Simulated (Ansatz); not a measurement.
A displaced shape of singlet CH4:

```json
{"atom": "C", "x (Å)": "0.0306", "y (Å)": "0.0043", "z (Å)": "-0.0393"}
{"atom": "H", "x (Å)": "0.6607", "y (Å)": "0.6198", "z (Å)": "0.6738"}
{"atom": "H", "x (Å)": "0.6828", "y (Å)": "-0.6375", "z (Å)": "-0.6444"}
{"atom": "H", "x (Å)": "-0.5955", "y (Å)": "0.6169", "z (Å)": "-0.6070"}
{"atom": "H", "x (Å)": "-0.6741", "y (Å)": "-0.6232", "z (Å)": "0.6061"}
```

It was optimised with HF/def2-SVP in Ansatz (development build ahead of 0.2.0) to forces under 0.001 eV/Å, with restricted orbitals. Each step stands on the lowest determinant of that kind that the program's search found.

Problem. What shape does it relax to, and how does the optimisation go?

Solution.

```csv
atom,x (Å),y (Å),z (Å)
C,0.0209,-0.0039,-0.0022
H,0.6422,0.6053,0.6538
H,0.6574,-0.6309,-0.6261
H,-0.5832,0.6448,-0.6360
H,-0.6327,-0.6350,0.5995
```

Bond lengths: C1–H2 1.090 Å, C1–H3 1.090 Å, C1–H4 1.090 Å, C1–H5 1.090 Å. Angles: H2–C1–H3 109.5°, H2–C1–H4 109.5°, H2–C1–H5 109.5°, H3–C1–H4 109.5°, H3–C1–H5 109.5°, H4–C1–H5 109.5°.

```json
{"step": "1", "E − E(start) (eV)": "0.0000", "largest force (eV/Å)": "3.1290"}
{"step": "2", "E − E(start) (eV)": "-0.1366", "largest force (eV/Å)": "0.8658"}
{"step": "3", "E − E(start) (eV)": "-0.1453", "largest force (eV/Å)": "0.0473"}
{"step": "4", "E − E(start) (eV)": "-0.1454", "largest force (eV/Å)": "0.0022"}
{"step": "5", "E − E(start) (eV)": "-0.1454", "largest force (eV/Å)": "0.0004"}
```

The optimisation ended after 5 steps with its threshold met.
